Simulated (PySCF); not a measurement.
# Stationary points of SNF2

Method: PBE0 in PySCF with S def2-TZVP, N def2-TZVP, F def2-TZVP; no relativity; density-fitted integrals.

Relaxations began from a few typed shapes; open shells are unrestricted. The search is not exhaustive: other isomers or separated fragments can lie lower, and high-lying points may rest on an excited occupation.

(1) Which is the lowest minimum found?
A. doublet Cs: S–F 1.623 Å, S–F 1.794 Å, S–N 1.441 Å; F–S–F 95.0°, F–S–N 119.4°, F–S–N 145.6°
B. doublet C2v: S–F 1.709 Å (×2), S–N 1.435 Å; F–S–F 106.7°, F–S–N 126.7° (×2)
C. doublet Cs: S–F 1.600 Å (×2), S–N 1.482 Å; F–S–F 90.5°, F–S–N 113.2° (×2)

Answers

(1) C. The others lie at 119.7 (doublet C2v, a saddle point), 120.6 (doublet Cs, a saddle point) kJ/mol above it.
